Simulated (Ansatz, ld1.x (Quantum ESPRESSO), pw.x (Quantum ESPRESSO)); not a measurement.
pw.x on fcc Sr: one setting changed

Potential: PAW, ld1.x (Quantum ESPRESSO) 7.5, LDA (PW92); core [Ar] 3d10, reference 4s2 4p6 4d0 5s2 5p0; waves: 4s (bound): rcut 1.90, rcutus 2.15 bohr; 5s (bound): rcut 1.90, rcutus 2.15 bohr; 4p (bound): rcut 2.35, rcutus 2.55 bohr; 5p (bound, empty): rcut 2.35, rcutus 2.55 bohr; 4d (bound, empty): rcut 2.20, rcutus 2.34 bohr; 4d channel at 1.4 Ry: rcut 2.20, rcutus 2.34 bohr; 4f channel at 0.4 Ry: rcut 2.85, rcutus 3.50 bohr; local part: all-electron potential smoothed inside 2.75 bohr (lloc = -1); core correction: none; augmentation: GAUSS, radius 1.45 bohr.

The reference run (k-mesh 10³, cutoffs 40/320 Ry, Fermi–Dirac 0.01 Ry, mixing_beta 0.4, conv_thr 1e-9, no spin) gives -0.01 GPa at 48.904 Å³/atom, where all-electron LAPW gives -0.00 GPa. This run, with its own iteration cap, changes input_dft to pbee, a wrong or extreme entry chosen on purpose.

```
&control
  calculation='scf', prefix='x', pseudo_dir='./', outdir='./tmp', tstress=.true., disk_io='none'
/
&system
  ibrav=0, nat=1, ntyp=1, ecutwfc=40, ecutrho=320, nbnd=12,
  occupations='smearing', smearing='fd', degauss=0.01, input_dft='pbee'
/
&electrons
  conv_thr=1e-09, mixing_beta=0.4, electron_maxstep=70
/
ATOMIC_SPECIES
Sr 1.0 Sr.UPF
CELL_PARAMETERS angstrom
  0.00000000 2.90249488 2.90249488
  2.90249488 0.00000000 2.90249488
  2.90249488 2.90249488 0.00000000
ATOMIC_POSITIONS crystal
Sr 0.0000 0.0000 0.0000
K_POINTS automatic
10 10 10 0 0 0
```

```bash
pw.x < Sr.scf.in > Sr.scf.out
```

Task: How does the run end?

Result: It converges in 23 iterations; the free energy moves by +2647.47 eV/atom and the pressure by +21.85 GPa. The name is a misspelling that pw.x reads only in part, so most of exchange and correlation is missing and the result is not meaningful.

```
Exchange-correlation= PBEE
     Message from routine setup:
     using ibrav=0 with symmetry is DISCOURAGED, use correct ibrav instead
     lattice parameter (alat)  =       7.7568  a.u.
     unit-cell volume          =     330.0205 (a.u.)^3
     number of electrons       =        10.00
     number of Kohn-Sham states=           12
     kinetic-energy cutoff     =      40.0000  Ry
     charge density cutoff     =     320.0000  Ry
     scf convergence threshold =      1.0E-09
     Exchange-correlation= PBEE
     number of k points=    47  Fermi-Dirac smearing, width (Ry)=  0.0100
     iteration #  1     ecut=    40.00 Ry     beta= 0.40
     total energy              =     -58.01015238 Ry
     estimated scf accuracy    <       1.01066485 Ry
     iteration #  2     ecut=    40.00 Ry     beta= 0.40
     total energy              =     -58.17355971 Ry
     estimated scf accuracy    <       0.09928399 Ry
     iteration #  3     ecut=    40.00 Ry     beta= 0.40
     total energy              =     -58.19800632 Ry
     estimated scf accuracy    <       0.02160124 Ry
     iteration #  4     ecut=    40.00 Ry     beta= 0.40
     total energy              =     -58.20436496 Ry
     estimated scf accuracy    <       0.00150073 Ry
     iteration #  5     ecut=    40.00 Ry     beta= 0.40
     total energy              =     -58.20510096 Ry
     estimated scf accuracy    <       0.00016156 Ry
     iteration #  6     ecut=    40.00 Ry     beta= 0.40
     total energy              =     -58.20512408 Ry
     estimated scf accuracy    <       0.00003339 Ry
     [... 11 iterations left out ...]
     iteration # 18     ecut=    40.00 Ry     beta= 0.40
     total energy              =     -58.20512769 Ry
     estimated scf accuracy    <       0.00000033 Ry
     iteration # 19     ecut=    40.00 Ry     beta= 0.40
     total energy              =     -58.20512748 Ry
     estimated scf accuracy    <       0.00000012 Ry
     iteration # 20     ecut=    40.00 Ry     beta= 0.40
     total energy              =     -58.20512788 Ry
     estimated scf accuracy    <       0.00000030 Ry
     iteration # 21     ecut=    40.00 Ry     beta= 0.40
     total energy              =     -58.20512791 Ry
     estimated scf accuracy    <          3.0E-09 Ry
     iteration # 22     ecut=    40.00 Ry     beta= 0.40
     total energy              =     -58.20512792 Ry
     estimated scf accuracy    <          3.3E-09 Ry
     iteration # 23     ecut=    40.00 Ry     beta= 0.40
     the Fermi energy is    14.1908 ev
!    total energy              =     -58.20512792 Ry
     estimated scf accuracy    <          5.2E-10 Ry
     smearing contrib. (-TS)   =      -0.00438527 Ry
     The total energy is F=E-TS. E is the sum of the following terms:
     one-electron contribution =     -18.44799150 Ry
     hartree contribution      =      12.61627934 Ry
     xc contribution           =      -0.08825698 Ry
     ewald contribution        =     -41.79515598 Ry
     one-center paw contrib.   =     -10.48561753 Ry
     convergence has been achieved in  23 iterations
          total   stress  (Ry/bohr**3)                   (kbar)     P=      218.43
     Message from routine punch:
     Nothing written, as per user request (disk_io='none')
```

The run took about 57 s on one core of a shared host (Neoverse-V1, 32 threads, 247 GiB, load 25).
